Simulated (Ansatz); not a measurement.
# CH₄N radical: geometry and frequencies at several levels

One table from this session's results is given with a row withheld; the runs are named, their logs left out.

Method: the levels named in each step, in Ansatz 0.2.0.

### The system as given

Bond lengths: C1–N2 1.394 Å, C1–H3 1.104 Å, C1–H4 1.091 Å, C1–H5 1.103 Å, N2–H6 1.018 Å. Angles: C1–N2–H6 112.0°, N2–C1–H3 112.1°, N2–C1–H4 109.3°, N2–C1–H5 112.3°, H3–C1–H4 109.2°, H3–C1–H5 104.6°, H4–C1–H5 109.3°.

Coordinates:

```xyz
6

C    -0.6283    0.1752    0.1543
N     0.6536   -0.2403   -0.2041
H    -0.7789    0.1598    1.2483
H    -1.3638   -0.4783   -0.3178
H    -0.8267    1.2196   -0.1392
H     1.3740    0.3490    0.2079
```

The first run:

Input file input.yaml:

```yaml
crystal:
  periodic: [false, false, false]
  atoms:
    - { symbol: C, position_ang: [-0.6283, 0.17521, 0.15431] }
    - { symbol: "N", position_ang: [0.65358, -0.24028, -0.20413] }
    - { symbol: H, position_ang: [-0.77887, 0.15981, 1.24826] }
    - { symbol: H, position_ang: [-1.36384, -0.47829, -0.31779] }
    - { symbol: H, position_ang: [-0.82671, 1.21963, -0.13923] }
    - { symbol: H, position_ang: [1.374, 0.34903, 0.20792] }
magnetization:
  spin_polarized: true
  initial_magnetization: 1
basis:
  gaussian: { orbitals: def2-SVP }
hamiltonian:
  xc: pbe
  dispersion: d4
relax:
  f_tol: 0.03
  max_steps: 200
```

Started as:

```
$ ansatz run input.yaml --threads 2 --pin off --max-ram 5120MiB --backend cpu --events-out ev --progress --plain --runs-dir out
```

Among the steps run: A rough first relaxation, PBE-D4/def2-SVP; Relaxation, PBE0-D4/def2-TZVPP; Frequencies, PBE0-D4/def2-TZVPP; Relaxation, PBE-D4/def2-TZVPP; Frequencies, PBE-D4/def2-TZVPP; Relaxation, r2SCAN-D4/def2-TZVPP; Frequencies, r2SCAN-D4/def2-TZVPP; Relaxation, B3LYP-D4/def2-TZVPP; Frequencies, B3LYP-D4/def2-TZVPP; Relaxation, B2PLYP/def2-TZVPP.

One of the session's tables, all rows but one given; the rest of the session is left out.

It belongs to the step «Geometries side by side». 

```
               level  C1–N2 (Å)  highest frequency (cm⁻¹)
  PBE0-D4/def2-TZVPP          ?                         ?
   PBE-D4/def2-TZVPP     1.4354                      3295
r2SCAN-D4/def2-TZVPP     1.4350                      3385
 B3LYP-D4/def2-TZVPP     1.4366                      3387
   B2PLYP/def2-TZVPP     1.4387                         -
```

Estimate the missing values for PBE0-D4/def2-TZVPP.

The run gave: C1–N2 (Å): 1.4295; highest frequency (cm⁻¹): 3434. In the column «C1–N2 (Å)» it is the lowest.
